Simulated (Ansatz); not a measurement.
# SiH2O2: functionals against CCSD(T) at one geometry

The task here is to estimate one member of a computed series from the others.

Method: single points in def2-TZVPP; program: Ansatz 0.2.0, Gaussian basis.

Correlated methods freeze the cores.

### Where the work starts

SMILES `O=[SiH]O`, 5 atoms, charge 0, spin multiplicity 1.

Atoms are counted from 1 here; the program's logs count them from 0.

Bond lengths: O1–Si2 1.634 Å, Si2–O3 1.476 Å, Si2–H4 1.206 Å, O3–H5 1.008 Å. Angles: O1–Si2–O3 123.5°, O1–Si2–H4 129.2°, O3–Si2–H4 106.9°, Si2–O3–H5 144.0°.

Geometry (Å):

```mol
H2O2Si
  3D, bonds by distance, orders not assigned

  5  4  0  0  0  0  0  0  0  0999 V2000
    0.4646   -0.9308    1.5049 O   0  0
   -0.2246   -0.3198    0.1548 Si  0  0
    0.4257    0.6848   -0.7086 O   0  0
   -1.2408   -0.6555   -0.4006 H   0  0
    1.1485    1.3872   -0.7415 H   0  0
  1  2  8  0
  2  3  8  0
  2  4  8  0
  3  5  8  0
M  END
```

Set-up of the first run:

Input file run/in.yaml:

```yaml
crystal:
  periodic: [false, false, false]
  atoms:
    - {symbol: O, position_ang: [0.464600, -0.930800, 1.504900]}
    - {symbol: Si, position_ang: [-0.224600, -0.319800, 0.154800]}
    - {symbol: O, position_ang: [0.425700, 0.684800, -0.708600]}
    - {symbol: H, position_ang: [-1.240800, -0.655500, -0.400600]}
    - {symbol: H, position_ang: [1.148500, 1.387200, -0.741500]}
basis:
  gaussian: {orbitals: def2-TZVPP}
correlation: {method: ccsd_t}
output: {forces: true}
```

No record of the launch command was kept for these runs.

Steps of the session up to this table: CCSD(T)/def2-TZVPP; PBE0-D4/def2-TZVPP; wB97M-V/def2-TZVPP; r2SCAN-D4/def2-TZVPP; PBE-D4/def2-TZVPP; r2SCAN0-D4/def2-TZVPP; BLYP-D4/def2-TZVPP.

One of the session's tables, all rows but one given; the rest of the session is left out.

| method | RMS force component (eV/Å) | angle to CCSD(T) forces (°) | dipole (D) |
| --- | --- | --- | --- |
| CCSD(T) | 5.264 | reference | 4.84 |
| PBE0-D4 | ? | ? | ? |
| wB97M-V | 5.279 | 1.8 | 5.05 |
| r2SCAN-D4 | 5.231 | 1.2 | 4.88 |
| PBE-D4 | 5.150 | 2.4 | 4.71 |
| r2SCAN0-D4 | 5.351 | 3.3 | 5.08 |
| BLYP-D4 | 5.086 | 2.8 | 4.72 |

Q: Estimate the row for PBE0-D4 from the others.

As computed: RMS force component (eV/Å): 5.307; angle to CCSD(T) forces (°): 1.9; dipole (D): 4.98. In the column «RMS force component (eV/Å)» it lies between wB97M-V (5.279) and r2SCAN0-D4 (5.351).
